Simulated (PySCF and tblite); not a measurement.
Results of a calculation; reference values are marked as such.
C5H11F, numbered as in [CH3:1][CH2:2][C:3]([CH3:4])([CH3:5])[F:6].

Geometries GFN2-xTB; weights from PBE0-D3(BJ)/def2-SVP (IEF-PCM, acetonitrile) energies and GFN2-xTB thermal corrections, with symmetry numbers and mirror pairs. Conformers within 3 kcal/mol (GFN2-xTB free energy) were kept, 10 at most. Run with PySCF (density fitting) and tblite.

Torsions listed: C1–C2–C3–F6. Of a mirror pair one member is shown.

| conformer | shape | symmetry | dipole D |
| --- | --- | --- | --- |
| 1 | -62° | C1 (pair) | 2.24 |
| 2 | 180° | Cs | 2.33 |

Task: Which of these conformers is the most populated at 298.15 K, and with what share?

Result: Conformer 1, about 68 %. The lead over the next is within the error of the method.

Task: Give the DFT energies and free energies relative to the lowest, and all weights.

Result: 
| conformer | shape | E(DFT) kcal/mol | G(298.15 K) kcal/mol | weight % |
| --- | --- | --- | --- | --- |
| 1 | -62° | 0.00 | 0.00 | 67.9 |
| 2 | 180° | 0.08 | 0.44 | 32.1 |

Task: How does its share change from 150 K to 400 K?

Result: From 69 % to 68 %; the mixing entropy goes from 2.18 to 2.18 cal/(mol K).
